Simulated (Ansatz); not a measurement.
SiH2ClO (SMILES O[SiH]Cl): from total energies to a heat of formation

The species is SiH2ClO (5 atoms), meant as a doublet with charge 0. As SMILES, `O[SiH]Cl`. The coordinates come from a PBE0-D4/def2-TZVP relaxation. This is one conformer, not always the lowest.

```xyz
5

O    -0.8061   -0.4320   -0.7465
Si   -0.0923    0.4798    0.4140
Cl    1.6066   -0.4408    1.1436
H    -1.0241   -1.3432   -0.5400
H     0.3160    1.7363   -0.2711
```

Total energies at UB3LYP/6-31G* (spherical functions) (Ansatz 0.2.0); the atoms run unrestricted:

```tsv
species	state	energy (Eh)
SiH2ClO	doublet	-826.141581
O	triplet	-75.059404
Si	triplet	-289.369795
Cl	doublet	-460.132788
H	doublet	-0.500273
```

Harmonic wavenumbers at UPBE0-D4/def2-TZVP, in cm⁻¹: 200, 301, 526, 677, 737, 845, 916, 2188, 3910.

Measured heats of formation of the gaseous atoms at 298.15 K, in kJ/mol: O 249.2, Si 450.0, Cl 121.3, H 218.0. Spin-orbit lowering of the atoms at 298 K (mean of the ground term's levels less their thermal mean, from spectra), in kJ/mol: O 0.40, Si 0.44, Cl 3.44. Take 1 Eh = 2625.50 kJ/mol, 1 cm⁻¹ = 0.0119627 kJ/mol, RT = 2.479 kJ/mol.

**Question.** Work out the heat of formation of the gas at 298 K.

**Answer.** 
1. Electronic atomisation energy: (-75.059404) + (-289.369795) + (-460.132788) + 2 × (-0.500273) − (-826.141581) = 0.579048 Eh = 1520.3 kJ/mol.
2. Zero-point energy: half the sum of the wavenumbers, 5150 cm⁻¹ = 61.6 kJ/mol.
3. Thermal vibrational enthalpy, Σ hcν̃/(exp(hcν̃/kT) − 1): 4.0 kJ/mol. Translation, rotation and pV of a non-linear molecule: 4 RT = 9.9 kJ/mol.
4. The 5 free atoms carry 5/2 RT each: 31.0 kJ/mol.
5. Spin-orbit coupling lowers the free atoms by 0.40 + 0.44 + 3.44 = 4.3 kJ/mol.
6. Atomisation enthalpy at 298 K: 1520.3 − 4.3 − 61.6 − 4.0 − 9.9 + 31.0 = 1471.5 kJ/mol.
7. Sum of the atoms' heats of formation: 1256.5 kJ/mol. Heat of formation: 1256.5 − 1471.5 = -215.0 kJ/mol.

No measured value is set beside it here. Anharmonicity and any spin-orbit splitting of the molecule are left out.
